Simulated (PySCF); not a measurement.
# COF3 (SMILES [O]C(F)(F)F) at UHF/def2-SVP (density fitting with cc-pvtz-jkfit, Cartesian functions)

Wanted: a geometry optimisation of COF3. The job is set up through a Python script.

Program for the calculation: PySCF 2.14.0.

4 further runs of the same task are left out: 3 that didn't finish, 1 set aside as unsound or not needed.

## 1. The molecule

The species is COF3 (5 atoms), meant as a doublet with charge 0. SMILES: `[O]C(F)(F)F`. All atoms were displaced at random from a relaxed shape. The run starts from this shape.

Bond lengths: O1–C2 1.355 Å, C2–F3 1.509 Å, C2–F4 1.528 Å, C2–F5 1.068 Å. Angles: O1–C2–F3 90.1°, O1–C2–F4 116.0°, O1–C2–F5 133.2°, F3–C2–F4 91.8°, F3–C2–F5 105.2°, F4–C2–F5 107.6°.

## 2. A structure relaxation at UHF/def2-SVP (density fitting with cc-pvtz-jkfit, Cartesian functions)

The input, job.py:

```python
from pyscf import gto, scf
from pyscf.geomopt.geometric_solver import kernel as optimise

molecule = gto.M(
    atom=[
    ('O', (-0.825609, 0.054131, 1.164106)),
    ('C', (-0.202783, 0.292911, -0.015566)),
    ('F', (1.010556, -0.462394, 0.468231)),
    ('F', (-0.456118, -0.726567, -1.125308)),
    ('F', (0.182637, 1.177590, -0.472761)),
],
    charge=0,
    cart=True,
    spin=1,
    verbose=4,
    max_memory=1860,
    basis='def2-svp',
)

mf = scf.UHF(molecule)
mf = mf.density_fit(auxbasis='cc-pvtz-jkfit')
mf.diis_space = 4
mf.max_cycle = 100
mf.init_guess = 'atom'
converged, mol_eq = optimise(mf, maxsteps=50, coordsys='dlc')
print('converged:', converged)
print(mol_eq.tostring())

mf.reset(mol_eq)
molecule = mol_eq
mf.kernel()
if not mf.converged:
    mf = mf.newton().run(mf.mo_coeff, mf.mo_occ)
energy = mf.e_tot
print(f'total energy: {energy:.8f} hartree')
```

Launch:

```bash
OMP_NUM_THREADS=1 python job.py
```

What it wrote:

```text
PySCF version 2.14.0

[INPUT] num. atoms = 5
[INPUT] num. electrons = 41
[INPUT] charge = 0
[INPUT] spin (= nelec alpha-beta = 2S) = 1
[INPUT] symmetry False subgroup None
[INPUT] Mole.unit = angstrom
[INPUT] Cartesian GTO integrals (6d 10f)
[INPUT] Symbol           X                Y                Z      unit          X                Y                Z       unit  Magmom
[INPUT]  1 O     -0.825609000000   0.054131000000   1.164106000000 AA   -1.560174895976   0.102292764849   2.199841519963 Bohr   0.0
[INPUT]  2 C     -0.202783000000   0.292911000000  -0.015566000000 AA   -0.383204332718   0.553521568872  -0.029415476855 Bohr   0.0
[INPUT]  3 F      1.010556000000  -0.462394000000   0.468231000000 AA    1.909674073536  -0.873798021642   0.884828353031 Bohr   0.0
[INPUT]  4 F     -0.456118000000  -0.726567000000  -1.125308000000 AA   -0.861938100484  -1.373012641147  -2.126523925782 Bohr   0.0
[INPUT]  5 F      0.182637000000   1.177590000000  -0.472761000000 AA    0.345133910212   2.225322587027  -0.893388812376 Bohr   0.0

nuclear repulsion = 195.298587474848
number of shells = 30
number of NR pGTOs = 125
number of NR cGTOs = 75
basis = def2-svp
ecp = {}
Create scanner for <class 'pyscf.df.grad.uhf.Gradients'>
Create scanner for <class 'pyscf.df.df_jk.DFUHF'>

coordsys                  dlc
maxiter                   50
----------------------------------------------------------
Custom engine selected.
Bonds will be generated from interatomic distances less than 1.20 times sum of covalent radii
9 internal coordinates being used (instead of 15 Cartesians)
Internal coordinate system (atoms numbered from 1):
Distance 1-2
Distance 2-3
Distance 2-4
Distance 2-5
Angle 1-2-3
Angle 1-2-5
Angle 3-2-4
Angle 3-2-5
Angle 4-2-5
Out-of-Plane 2-1-4-5
> ===== Optimization Info: ====
> Job type: Energy minimization
> Maximum number of optimization cycles: 50
> Initial / maximum trust radius (Angstrom): 0.100 / 0.300
> Convergence Criteria:
> Will converge when all 5 criteria are reached:
>  |Delta-E| < 1.00e-06
>  RMS-Grad  < 3.00e-04
>  Max-Grad  < 4.50e-04
>  RMS-Disp  < 1.20e-03
>  Max-Disp  < 1.80e-03
> === End Optimization Info ===

Geometry optimization cycle 1
Cartesian coordinates (Angstrom)
 Atom        New coordinates             dX        dY        dZ
   O  -0.825609   0.054131   1.164106    0.000000  0.000000  0.000000
   C  -0.202783   0.292911  -0.015566    0.000000  0.000000  0.000000
   F   1.010556  -0.462394   0.468231    0.000000  0.000000  0.000000
   F  -0.456118  -0.726567  -1.125308    0.000000  0.000000  0.000000
   F   0.182637   1.177590  -0.472761    0.000000  0.000000  0.000000

WARN: Mole.unit (angstrom) is changed to Bohr

New geometry
   1 O     -0.825609000000   0.054131000000   1.164106000000 AA   -1.560174895976   0.102292764849   2.199841519963 Bohr
   2 C     -0.202783000000   0.292911000000  -0.015566000000 AA   -0.383204332718   0.553521568872  -0.029415476855 Bohr
   3 F      1.010556000000  -0.462394000000   0.468231000000 AA    1.909674073536  -0.873798021642   0.884828353031 Bohr
   4 F     -0.456118000000  -0.726567000000  -1.125308000000 AA   -0.861938100484  -1.373012641147  -2.126523925782 Bohr
   5 F      0.182637000000   1.177590000000  -0.472761000000 AA    0.345133910212   2.225322587027  -0.893388812376 Bohr

******** <class 'pyscf.scf.hf.DFUHF_Scanner'> ********
method = DFUHF_Scanner
initial guess = atom
damping factor = 0
level_shift factor = 0
DIIS = <class 'pyscf.scf.diis.CDIIS'>
diis_start_cycle = 1
diis_space = 4
diis_damp = 0
SCF conv_tol = 1e-09
SCF conv_tol_grad = None
SCF max_cycles = 100
direct_scf = False
number electrons alpha = 21  beta = 20
Set gradient conv threshold to 3.16228e-05
Spherically averaged atomic HF for {'O', 'F', 'C'}

******** <class 'pyscf.scf.atom_hf.AtomSphAverageRHF'> ********
method = AtomSphAverageRHF
initial guess = minao
damping factor = 0
level_shift factor = 0
DIIS = <class 'pyscf.scf.diis.CDIIS'>
diis_start_cycle = 1
diis_space = 8
diis_damp = 0
SCF conv_tol = 1e-09
SCF conv_tol_grad = None
SCF max_cycles = 50
direct_scf = True
direct_scf_tol = 1e-13
atom = O
Set gradient conv threshold to 3.16228e-05
Initial guess from minao.
init E= -74.1788039093236
cycle= 1 E= -74.1948875786556  delta_E= -0.0161  |g|=    0  |ddm|= 0.106
cycle= 2 E= -74.1952027336708  delta_E= -0.000315  |g|=    0  |ddm|= 0.0459
cycle= 3 E= -74.1952618091125  delta_E= -5.91e-05  |g|=    0  |ddm|= 0.0112
cycle= 4 E= -74.1952623833981  delta_E= -5.74e-07  |g|=    0  |ddm|= 0.00215
cycle= 5 E= -74.1952623834021  delta_E= -3.98e-12  |g|=    0  |ddm|= 2.69e-06
Extra cycle  E= -74.1952623834021  delta_E=    0  |g|=    0  |ddm|= 5.97e-08
Atomic HF for atom  O  converged. SCF energy = -74.1952623834021

******** <class 'pyscf.scf.atom_hf.AtomSphAverageRHF'> ********
method = AtomSphAverageRHF
initial guess = minao
damping factor = 0
[... 20 lines left out ...]
Atomic HF for atom  C  converged. SCF energy = -37.2844632104851
[... 25 lines left out ...]
Atomic HF for atom  F  converged. SCF energy = -98.9346929513238
[... 34 lines left out ...]
converged SCF energy = -410.531121417864  <S^2> = 0.76530791  2S+1 = 2.0152498
[... 12 lines left out ...]
Step    0 : Gradient = 3.124e-01/5.419e-01 (rms/max) Energy = -410.5311214179
[... 68 lines left out ...]
converged SCF energy = -410.608937172636  <S^2> = 0.76028469  2S+1 = 2.0102584
[... 79 lines left out ...]
converged SCF energy = -410.660853693859  <S^2> = 0.75717297  2S+1 = 2.0071602
[... 86 lines left out ...]
converged SCF energy = -410.689158163196  <S^2> = 0.75504703  2S+1 = 2.0050407
[... 81 lines left out ...]
converged SCF energy = -410.692163145414  <S^2> = 0.75508741  2S+1 = 2.005081
[... 80 lines left out ...]
converged SCF energy = -410.692783526371  <S^2> = 0.75508892  2S+1 = 2.0050825
[... 73 lines left out ...]
converged SCF energy = -410.692886426289  <S^2> = 0.7550553  2S+1 = 2.0050489
[... 72 lines left out ...]
converged SCF energy = -410.692909893695  <S^2> = 0.75510042  2S+1 = 2.0050939
[... 69 lines left out ...]
converged SCF energy = -410.69292736945  <S^2> = 0.75508742  2S+1 = 2.005081
[... 69 lines left out ...]
converged SCF energy = -410.692933190513  <S^2> = 0.7550838  2S+1 = 2.0050774
[... 67 lines left out ...]
converged SCF energy = -410.692934462707  <S^2> = 0.75508563  2S+1 = 2.0050792
[... 65 lines left out ...]
converged SCF energy = -410.692934686196  <S^2> = 0.75508634  2S+1 = 2.0050799
[... 1 line left out ...]
******** <class 'pyscf.grad.rhf.Gradients_Scanner'> for <class 'pyscf.scf.hf.DFUHF_Scanner'> ********
unit = Eh/Bohr
--------------- DFUHF_Scanner gradients ---------------
         x                y                z
0 O    -0.0000215322    -0.0000390223    -0.0000277247
1 C    -0.0000764583    -0.0001463688     0.0000995934
2 F     0.0000855821     0.0000117770     0.0000234862
3 F    -0.0000580975     0.0000058708    -0.0000059599
4 F     0.0000705060     0.0001677432    -0.0000893950
----------------------------------------------
cycle 12: E = -410.692934686  dE = -2.23489e-07  norm(grad) = 0.000304144
Step   11 : Displace = 5.462e-04/6.804e-04 (rms/max) Trust = 3.000e-01 (=) Grad = 1.360e-04/2.027e-04 (rms/max) E (change) = -410.6929346862 (-2.235e-07) Quality = 0.893
Hessian Eigenvalues: 1.14740e-01 2.29101e-01 2.55433e-01 ... 6.14766e-01 1.22636e+00 3.10083e+00
Converged! =D

converged: True
O          -0.95681488        0.08104164        1.00337535
C          -0.04969324        0.07181317        0.00400932
F           1.08588010       -0.42689275        0.40088031
F          -0.54482472       -0.66459561       -0.94620029
F           0.17413575        1.27430455       -0.44336268

******** <class 'pyscf.df.df_jk.DFUHF'> ********
method = DFUHF
initial guess = atom
damping factor = 0
level_shift factor = 0
DIIS = <class 'pyscf.scf.diis.CDIIS'>
diis_start_cycle = 1
diis_space = 4
diis_damp = 0
SCF conv_tol = 1e-09
SCF conv_tol_grad = None
SCF max_cycles = 100
direct_scf = False
number electrons alpha = 21  beta = 20
Set gradient conv threshold to 3.16228e-05
Spherically averaged atomic HF for {'O', 'F', 'C'}

******** <class 'pyscf.scf.atom_hf.AtomSphAverageRHF'> ********
method = AtomSphAverageRHF
initial guess = minao
damping factor = 0
level_shift factor = 0
DIIS = <class 'pyscf.scf.diis.CDIIS'>
diis_start_cycle = 1
diis_space = 8
diis_damp = 0
SCF conv_tol = 1e-09
SCF conv_tol_grad = None
SCF max_cycles = 50
direct_scf = True
direct_scf_tol = 1e-13
atom = O
Set gradient conv threshold to 3.16228e-05
Initial guess from minao.
init E= -74.1788039093236
cycle= 1 E= -74.1948875786556  delta_E= -0.0161  |g|=    0  |ddm|= 0.106
cycle= 2 E= -74.1952027336708  delta_E= -0.000315  |g|=    0  |ddm|= 0.0459
cycle= 3 E= -74.1952618091125  delta_E= -5.91e-05  |g|=    0  |ddm|= 0.0112
cycle= 4 E= -74.1952623833981  delta_E= -5.74e-07  |g|=    0  |ddm|= 0.00215
cycle= 5 E= -74.1952623834021  delta_E= -3.98e-12  |g|=    0  |ddm|= 2.69e-06
Extra cycle  E= -74.1952623834021  delta_E=    0  |g|=    0  |ddm|= 5.97e-08
Atomic HF for atom  O  converged. SCF energy = -74.1952623834021

******** <class 'pyscf.scf.atom_hf.AtomSphAverageRHF'> ********
method = AtomSphAverageRHF
initial guess = minao
damping factor = 0
level_shift factor = 0
DIIS = <class 'pyscf.scf.diis.CDIIS'>
diis_start_cycle = 1
diis_space = 8
diis_damp = 0
SCF conv_tol = 1e-09
SCF conv_tol_grad = None
SCF max_cycles = 50
direct_scf = True
direct_scf_tol = 1e-13
atom = C
Set gradient conv threshold to 3.16228e-05
Initial guess from minao.
init E= -37.2333149440104
cycle= 1 E= -37.2800860473189  delta_E= -0.0468  |g|=    0  |ddm|= 0.442
cycle= 2 E= -37.2840519877499  delta_E= -0.00397  |g|=    0  |ddm|= 0.177
cycle= 3 E= -37.2844600537633  delta_E= -0.000408  |g|=    0  |ddm|= 0.0341
cycle= 4 E= -37.284463210207  delta_E= -3.16e-06  |g|=    0  |ddm|= 0.00702
cycle= 5 E= -37.2844632104836  delta_E= -2.77e-10  |g|=    0  |ddm|= 4.49e-05
Extra cycle  E= -37.2844632104851  delta_E= -1.41e-12  |g|=    0  |ddm|= 4.1e-06
Atomic HF for atom  C  converged. SCF energy = -37.2844632104851

******** <class 'pyscf.scf.atom_hf.AtomSphAverageRHF'> ********
method = AtomSphAverageRHF
initial guess = minao
damping factor = 0
level_shift factor = 0
DIIS = <class 'pyscf.scf.diis.CDIIS'>
diis_start_cycle = 1
diis_space = 8
diis_damp = 0
SCF conv_tol = 1e-09
SCF conv_tol_grad = None
SCF max_cycles = 50
direct_scf = True
direct_scf_tol = 1e-13
atom = F
Set gradient conv threshold to 3.16228e-05
Initial guess from minao.
init E= -98.9113963755293
cycle= 1 E= -98.9346675575403  delta_E= -0.0233  |g|=    0  |ddm|= 0.0412
cycle= 2 E= -98.9346901743181  delta_E= -2.26e-05  |g|=    0  |ddm|= 0.0116
cycle= 3 E= -98.9346927658266  delta_E= -2.59e-06  |g|=    0  |ddm|= 0.00242
cycle= 4 E= -98.934692951315  delta_E= -1.85e-07  |g|=    0  |ddm|= 0.000958
cycle= 5 E= -98.9346929513237  delta_E= -8.75e-12  |g|=    0  |ddm|= 5.23e-06
Extra cycle  E= -98.9346929513238  delta_E= -5.68e-14  |g|=    0  |ddm|= 3.55e-09
Atomic HF for atom  F  converged. SCF energy = -98.9346929513238

******** <class 'pyscf.df.df.DF'> ********
auxbasis = cc-pvtz-jkfit
init E= -411.765139968893

cycle= 1 E= -410.546605694985  delta_E= 1.22  |g|= 0.585  |ddm|= 1.67
cycle= 2 E= -410.660700621062  delta_E= -0.114  |g|= 0.299  |ddm|= 0.526
cycle= 3 E= -410.690398055531  delta_E= -0.0297  |g|= 0.0526  |ddm|= 0.194
cycle= 4 E= -410.69264469825  delta_E= -0.00225  |g|= 0.0167  |ddm|= 0.0617
cycle= 5 E= -410.69286698115  delta_E= -0.000222  |g|= 0.00643  |ddm|= 0.0179
cycle= 6 E= -410.692912622715  delta_E= -4.56e-05  |g|= 0.00323  |ddm|= 0.00832
cycle= 7 E= -410.692928431409  delta_E= -1.58e-05  |g|= 0.00149  |ddm|= 0.00592
cycle= 8 E= -410.692932046772  delta_E= -3.62e-06  |g|= 0.000823  |ddm|= 0.00253
cycle= 9 E= -410.692933391617  delta_E= -1.34e-06  |g|= 0.000541  |ddm|= 0.00135
cycle= 10 E= -410.692934101909  delta_E= -7.1e-07  |g|= 0.000361  |ddm|= 0.00101
cycle= 11 E= -410.692934463338  delta_E= -3.61e-07  |g|= 0.000229  |ddm|= 0.00079
cycle= 12 E= -410.692934630799  delta_E= -1.67e-07  |g|= 0.00013  |ddm|= 0.000634
cycle= 13 E= -410.69293467701  delta_E= -4.62e-08  |g|= 6.81e-05  |ddm|= 0.00038
cycle= 14 E= -410.692934684366  delta_E= -7.36e-09  |g|= 3.71e-05  |ddm|= 0.000169
cycle= 15 E= -410.6929346855  delta_E= -1.13e-09  |g|= 2.08e-05  |ddm|= 6.33e-05
cycle= 16 E= -410.692934685773  delta_E= -2.74e-10  |g|= 1.29e-05  |ddm|= 2.62e-05
Extra cycle  E= -410.692934685974  delta_E= -2.01e-10  |g|= 8.98e-06  |ddm|= 1.38e-05
converged SCF energy = -410.692934685974  <S^2> = 0.75508718  2S+1 = 2.0050807
total energy: -410.69293469 hartree
```

It took 37 s on 1 thread of Arm Neoverse V1, shared host; peak memory 0.21 GiB.

Steps, from the record of the run:

```csv
step,energy from the first frame kept (eV),largest force (eV/Å)
0,0.0000,27.8670
1,-2.1175,18.0202
2,-3.5302,6.4178
3,-4.3004,2.1694
4,-4.3822,0.8660
5,-4.3991,0.5389
6,-4.4019,0.1592
7,-4.4025,0.1643
8,-4.4030,0.0552
9,-4.4031,0.0415
10,-4.4032,0.0128
11,-4.4032,0.0104
```

After the run. Bond lengths: O1–C2 1.350 Å, C2–F3 1.302 Å, C2–F4 1.300 Å, C2–F5 1.302 Å. Angles: O1–C2–F3 111.3°, O1–C2–F4 106.8°, O1–C2–F5 111.3°, F3–C2–F4 109.8°, F3–C2–F5 108.0°, F4–C2–F5 109.7°.

## 3. What came out

Level: UHF/def2-SVP (density fitting with cc-pvtz-jkfit, Cartesian functions).

```
                          quantity          value
           total energy at the end  -410.69293 Eh
                     dipole moment         0.05 D
HOMO energy (highest over α and β)      -15.61 eV
 LUMO energy (lowest over α and β)        0.99 eV
                              ⟨S²⟩          0.755
```

**Reading.** At the final geometry: Bond lengths: O1–C2 1.350 Å, C2–F3 1.302 Å, C2–F4 1.300 Å, C2–F5 1.302 Å. Angles: O1–C2–F3 111.3°, O1–C2–F4 106.8°, O1–C2–F5 111.3°, F3–C2–F4 109.8°, F3–C2–F5 108.0°, F4–C2–F5 109.7°. The optimisation took 11 steps and changed the energy by -4.403 eV. Mulliken charges run from -0.20 on F5 to +0.73 on C2; they depend strongly on the basis.
